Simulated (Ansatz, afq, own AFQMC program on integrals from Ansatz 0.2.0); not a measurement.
# Where AFQMC and coupled cluster stand for GeHO, quartet

```json
{"atom": "Ge", "x (Å)": "0.0000", "y (Å)": "-0.0375", "z (Å)": "0.3220"}
{"atom": "O", "x (Å)": "0.0000", "y (Å)": "0.0862", "z (Å)": "-1.5290"}
{"atom": "H", "x (Å)": "0.0000", "y (Å)": "1.3375", "z (Å)": "1.0643"}
```

Connectivity, by distances: GeH–O.

Basis cc-pVDZ. Only valence electrons are correlated. AFQMC by an in-house program on the Cholesky factors that Ansatz 0.2.0 writes for its CCSD(T) run. The CISD trial takes its coefficients from CCSD amplitudes. Released means that phaseless walkers are propagated on without the constraint, phases kept. Free AFQMC starts from the CCSD state and is never constrained. Its projection time is finite, and what remains of the start isn't in its error. Uncertainties: one standard error, sampling alone. No spin–orbit coupling.

Determinant: ROHF, the one that the program's search chose, which needn't be the lowest solution. The geometry is a point of a scan.

No full CI on the walks' own integrals is used here; CCSDT(Q) serves as the reference and is uncertain by about the last step of the cluster series.

Cautions: no relativity below Rb; no spin-orbit coupling; inner d shell frozen; lower spins were not checked.

The T1 diagnostic is 0.0317 and the weight of the determinant in the CISD state is 0.892. The size of the correlated space is 11 electrons in 31 orbitals.

Reference: CCSDT(Q), correlation energy -6.529 eV. The released energy is read at 2.40 1/Eh (meV from the phaseless value at times in 1/Eh: -3 ± 11 at 0.24, -16 ± 9 at 0.51, -36 ± 13 at 0.99, -38 ± 16 at 1.62, -8 ± 16 at 2.40).

```
         level  E − E(reference) (kJ/mol)  share of correlation (%)
            HF                      629.9                      0.00
           MP2                       87.9                     86.04
          CCSD                       18.5                     97.07
       CCSD(T)                        4.1                     99.34
         CCSDT                        1.3                     99.80
   ph-AFQMC/HF                 -5.6 ± 5.1                    100.88
 ph-AFQMC/CISD                  0.9 ± 1.0                     99.86
released AFQMC                  0.1 ± 1.5                     99.98
    free AFQMC                  0.1 ± 1.4                     99.98
```

Free projections are given only where their last times agree within the noise and don't stop above the reference; a slow remainder of the start can still hide under it. A walk keeps the symmetry of its determinant, which the program's search chose and which needn't be the lowest solution, so a lower state of the same spin and another symmetry isn't excluded. Released energies are given only where the last usable release times agree within the noise; a slower fall can still hide under it.
